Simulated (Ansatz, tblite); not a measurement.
# The cluster Sn₂Se₂: charged states by level of theory

The task here is to estimate one member of a computed series from the others.

Method: as each input shows; program: Ansatz 0.2.0, Gaussian basis.

The runs, in order: charge +1 doublet, at the geometry of the singlet (PBE0-D4/def2-TZVP, PBE-D4/def2-TZVP, r2SCAN-D4/def2-TZVP, CCSD(T)/def2-SVP); charge -1 doublet, at the geometry of the singlet (PBE0-D4/def2-TZVPD, PBE-D4/def2-TZVPD, r2SCAN-D4/def2-TZVPD); the starting singlet's energies come from earlier runs.

2 further runs of the same task are left out: 2 set aside as unsound or not needed.

## The relaxed structure

The singlet was relaxed beforehand with PBE-D4/def2-SVP. At that level it is the lowest of the isomers that a small search found.

4 atoms, charge 0, spin multiplicity 1.

Atoms are counted from 1 here; the program's logs count them from 0.

Bond lengths: Sn1–Se3 2.633 Å, Sn1–Se4 2.631 Å, Sn2–Se3 2.630 Å, Sn2–Se4 2.633 Å. Angles: Se3–Sn1–Se4 94.0°, Se3–Sn2–Se4 94.0°, Sn1–Se3–Sn2 80.8°, Sn1–Se4–Sn2 80.8°.

As a file:

```
Sn    0.6809    0.3135   -1.5568
Sn   -1.1135   -0.4702    1.2348
Se    0.9083   -1.7164    0.1043
Se   -0.4757    1.8732    0.2178
```

Sn takes a core potential in the def2 sets. No spin-orbit coupling is included.

The first run:

The input, in.yaml:

```yaml
crystal:
  periodic: [false, false, false]
  atoms:
    - {symbol: Sn, position_ang: [0.680886, 0.313453, -1.556822]}
    - {symbol: Sn, position_ang: [-1.113496, -0.470166, 1.234785]}
    - {symbol: Se, position_ang: [0.908350, -1.716443, 0.104260]}
    - {symbol: Se, position_ang: [-0.475740, 1.873166, 0.217777]}
basis:
  gaussian: {orbitals: def2-TZVP}
total_charge: 1
magnetization: {spin_polarized: true, initial_magnetization: 1}
hamiltonian: {xc: pbe0, dispersion: d4}
scf: {omitted_lower_state_checks: [starts]}
output: {orbitals: {seedname: orbitals}}
```

Started as:

```
$ ansatz run in.yaml --threads 4 --pin off --events-out ev --progress --plain --max-ram 4787MiB
```

Among the steps run: Charge +1 doublet at the fixed geometry, PBE0-D4/def2-TZVP; Charge +1 doublet at the fixed geometry, PBE-D4/def2-TZVP; Charge +1 doublet at the fixed geometry, r2SCAN-D4/def2-TZVP; Charge +1 doublet at the fixed geometry, CCSD(T)/def2-SVP.

One table of the session follows, with a row left open; its other results are not shown here.

| method | vertical ionisation energy (eV) |
| --- | --- |
| HF/def2-SVP | ? |
| PBE-D4/def2-TZVP | 7.82 |
| r2SCAN-D4/def2-TZVP | 7.95 |
| PBE0-D4/def2-TZVP | 7.95 |
| MP2/def2-SVP | 7.79 |
| CCSD/def2-SVP | 7.75 |
| CCSD(T)/def2-SVP | 7.72 |

**Question.** Estimate the row for HF/def2-SVP.

The run gave: vertical ionisation energy (eV): 7.37. In the column «vertical ionisation energy (eV)» it is the lowest.

Caveats from the session: The yardstick is in a double-zeta basis, so levels in larger sets aren't compared like for like. CCSD(T)/def2-SVP isn't at the basis-set limit; small misses against it rank nothing.
